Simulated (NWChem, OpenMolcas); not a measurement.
## How basis sets differ on SiH2S (SMILES [SiH]S)

The species is SiH2S (4 atoms), meant as a singlet with charge 0. SMILES: `[SiH]S`. Geometry: relaxed at PBE0-D4/def2-TZVP.

Each level gives the HOMO–LUMO gap (eV). The values are calculated.

```tsv
level	kind	program	value (eV)
HF/STO-3G	Hartree–Fock	OpenMolcas	12.09
HF/3-21G	Hartree–Fock	NWChem	9.68
HF/6-31G	Hartree–Fock	NWChem	9.62
HF/def2-SVP	Hartree–Fock	NWChem	10.01
```

The values span 9.62 to 12.09 eV. A Hartree–Fock LUMO above zero doesn't converge with the basis: it sinks as sets grow more diffuse. Orbital gaps aren't excitation energies.
